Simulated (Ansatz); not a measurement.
Lattice constant a of some bcc solids

Method: PBE-D4 in Ansatz (plane waves, PAW). References are measured values corrected to a static lattice or taken at low temperature (these still hold zero-point motion). The table is a random draw of 8 from 13 solids with such references.

Values in Å.

| solid | reference | PBE-D4 | error (%) |
|---|---|---|---|
| bcc Fe | 2.853 | 2.809 | -1.54 |
| bcc Rb | 5.576 | 5.585 | +0.16 |
| bcc W | 3.16 | 3.161 | +0.03 |
| bcc K | 5.212 | 5.212 | 0.00 |
| bcc Ba | 4.995 | 4.958 | -0.74 |
| bcc Cs | 6.039 | 6.068 | +0.48 |
| bcc Ta | 3.299 | 3.305 | +0.18 |
| bcc V | 3.021 | 2.978 | -1.42 |

Over these 8 solids the mean error is -0.36 %, the mean absolute error 0.57 % (median 0.33 %), and the worst case bcc Fe at -1.54 %; the value is too high in 4 of 8 cases. Over all 13 the mean error is -0.45 % and the mean absolute error 0.58 % (median 0.48 %).

All these references are brought to a static lattice.

Spin–orbit coupling is left out, also for the solids with elements from indium on (bcc W, bcc Ba, bcc Cs, bcc Ta); its size isn't shown.

Differences are worked out from the printed values.

Caveats: a distance lies near a switch of the dispersion term, which can move the cell (bcc Rb, bcc K, bcc Ba). Ansatz's density-functional and Hartree–Fock values are scalar-relativistic unless marked +SOC, with PAW data made under PBE.

Ansatz's runs of these crystals have no spin polarisation, but for bcc Fe.

Density-functional runs with spin start from parallel moments for bcc Fe.

Not in this set, of the bcc solids with a reference value in our tables and a result at some level: 3 for a high-temperature or high-pressure phase (bcc Ti, bcc Tl, bcc Zr). These can be a level's worst cases. Values held back for tests aren't counted. Layered and molecular crystals are counted apart. The metals Ce to Yb are counted apart.

References as tabulated in Mejia-Rodriguez and Trickey (2018), arXiv:1807.09216; Csonka et al. (2009), arXiv:0903.4037.

Ansatz is a first-principles code.
